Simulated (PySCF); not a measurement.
Which determinant of MgAl lies lowest?

Unrestricted PBE0; basis Mg def2-SVPD, Al def2-SVPD; no relativity; PySCF 2.14. Outer shells of the fragments: Mg 3s2; Al 3s2 3p1.

Followed along the bond (rough minima from three points):

```csv
2Ms+1,unpaired,⟨S²⟩ at the start,R at minimum (Å),Te (eV)
2,π ↑,0.77,2.91,0.00
2,σ ↑,0.76,3.27,0.22
4,"σ ↑, π ↑↑",3.76,2.52,1.22
4,"σ ↑↑, π ↑",3.75,2.75,1.27
2,"σ ↑, π ↑↓",1.78,2.53,1.62
```

Solutions found at the starting distance of 2.550 Å, counted from the lowest of them; the search is not exhaustive and high or unbound solutions are not listed, so other states can lie among these:

| 2Ms+1 | unpaired | term | E (eV) | ⟨S²⟩ | ⟨Lz²⟩ | μ (D) |
| --- | --- | --- | --- | --- | --- | --- |
| 2 | π ↑ | ²Π | 0.00 | 0.77 | 1.01 | -1.51 |
| 2 | σ ↑ | ²Σ⁺ | 0.62 | 0.76 | 0.00 | 0.78 |
| 4 | σ ↑, π ↑↑ | ⁴Σ⁻ | 1.04 | 3.76 | 0.00 | -2.53 |
| 4 | σ ↑↑, π ↑ | ⁴Π | 1.18 | 3.75 | 1.01 | -0.33 |
| 2 | σ ↑, π ↑↓ | mixed | 1.44 | 1.78 | 2.02 | -2.39 |
| 2 | σ ↓, π ↑↑ | mixed | 1.50 | 1.78 | 0.00 | -2.45 |
| 2 | σ ↑ | mixed | 2.02 | 0.81 | 2.00 | -2.03 |
| 4 | σ ↑, π ↑↑ | mixed | 2.99 | 3.77 | 2.01 | -0.10 |
| 2 | π ↑ | ²Π | 4.22 | 1.02 | 1.01 | -3.38 |
| 4 | σ ↑, π ↑, δ ↑ | mixed | 5.68 | 3.77 | 5.00 | -4.48 |

A term symbol is given only where ⟨S²⟩ and ⟨Lz²⟩ are close to those of a pure state; real π, δ and φ orbitals otherwise mix terms. A positive dipole means Mg(−)Al(+).

Q: Compare the gap between the two lowest followed solutions at the starting distance with the gap between their minima.

A: At PBE0 the second solution (doublet, unpaired electrons σ ↑) lies +0.62 eV from the first (doublet, unpaired electrons π ↑) at 2.550 Å and +0.22 eV at the minima; the two curves relax by different amounts, since their minima lie near 3.27 and 2.91 Å.

Counting both spins, an empty level lies below a filled one in some of these solutions, because spin and occupation are held.
